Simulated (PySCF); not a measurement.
Molecule: `Clc1ccsc1`, C₄H₃ClS.

Bonds (- single, = double, # triple, : aromatic): Cl1-C2 1.722 Å, C2:C3 1.425 Å, C3:C4 1.368 Å, C4:S5 1.717 Å, S5:C6 1.716 Å, C6:C2 1.371 Å. C3 carries H7; C4 carries H8; C6 carries H9.

Geometry PBE0-D3(BJ)/def2-SVP throughout; GIAO in PySCF 2.14, gas phase, one conformer, non-relativistic; equivalent atoms averaged; functional PBE0.

(1) How do the absolute shieldings σ depend on the basis set? (ppm; last column core-seconds on 1 thread of an Arm Neoverse V1, shared host)

(2) Which nucleus moves most, in ppm?

(3) Taking the largest basis, pcSseg-2 (272 functions), as the yardstick, rank the others by their worst heavy-atom deviation.

Answers

(1) 
```
    basis set  functions    Cl1     C4     C6     C2     C3     S5     H8     H9     H7  core-s
       STO-3G         41  961.1  116.2  119.3  125.6  129.2  533.1  25.96  26.14  26.38     2.8
        6-31G         68  816.6   71.5   75.5   70.9   76.6  368.1  25.54  25.77  25.68     5.4
     pcSseg-0         68  800.3   50.4   56.3   51.4   56.8  321.6  26.02  26.28  26.18     4.6
       6-31G*         98  795.8   72.5   76.2   69.5   73.1  342.9  25.12  25.36  25.24     7.3
     def2-SVP        107  809.3   66.7   72.6   62.5   69.4  355.9  24.52  24.74  24.64       7
      cc-pVDZ        107  798.3   69.0   73.9   64.4   70.4  351.6  24.26  24.50  24.52     8.5
     pcSseg-1        131  757.5   51.5   56.7   47.9   51.2  278.4  24.15  24.33  24.27      12
  aug-cc-pVDZ        173  789.8   67.3   72.6   64.0   70.3  345.0  24.01  24.28  24.33      16
6-311+G(2d,p)        196  751.2   55.4   60.4   51.5   55.1  263.2  24.14  24.38  24.41      18
    def2-TZVP        216  731.9   54.7   60.1   49.2   53.6  241.1  24.14  24.39  24.38      22
      cc-pVTZ        230  769.3   55.7   61.1   51.4   55.4  304.2  23.97  24.22  24.29      24
     IGLO-III        258  744.3   48.7   54.3   43.8   48.0  269.4  24.07  24.29  24.33      26
     pcSseg-2        272  745.3   47.3   52.6   43.0   46.7  261.6  23.91  24.11  24.08      29
```

(2) S5 (aromatic ring sulfur): from 241.1 ppm with def2-TZVP to 533.1 ppm with STO-3G. The smallest spread is 2.11 ppm, at H8. Proton shifts span only some 12 ppm, so a few tenths of a ppm matter as much there as several ppm in carbon.

(3) IGLO-III 7.8 ppm (258 functions), 6-311+G(2d,p) 8.6 ppm (196 functions), pcSseg-1 16.9 ppm (131 functions), def2-TZVP 20.5 ppm (216 functions), cc-pVTZ 42.6 ppm (230 functions), pcSseg-0 60.1 ppm (68 functions), 6-31G* 81.4 ppm (98 functions), aug-cc-pVDZ 83.5 ppm (173 functions), cc-pVDZ 90.0 ppm (107 functions), def2-SVP 94.3 ppm (107 functions), 6-31G 106.5 ppm (68 functions), STO-3G 271.5 ppm (41 functions).

A small basis that lands close on one nucleus may do so by chance; judge by the trend and by all nuclei.
